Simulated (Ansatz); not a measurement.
**Platinum, fcc: convergence with Fermi-Dirac smearing**

Computed with Ansatz, LDA, scalar-relativistic PAW, on the relaxed cell (a = 3.895 Å; spin not included). Errors count from a run at 420 eV on a Γ-centred 23×23×23 mesh with Fermi-Dirac smearing of 0.1 eV, extrapolated to zero width. Fixed here: cutoff 420 eV, mesh 14×14×14. The SCF starts from atomic densities corrected by a trained network.

```
width (eV)  E(σ→0) error (meV/atom)  F error (meV/atom)  P (GPa)  SCF iterations
      0.01                     -6.3                -6.7    -0.45               6
      0.03                     -6.6                -8.9    -0.42               6
       0.1                     -7.4               -32.6     0.03               6
       0.3                    -33.8              -196.6     2.04               6
       0.6                   -106.2              -617.8     6.57               6
       1.0                   -217.5             -1454.5    15.92               6
```

What does the run at 0.2 give (width)?

E(σ→0) error (meV/atom): -17.1; F error (meV/atom): -100.3; P (GPa): 0.93; SCF iterations: 6.
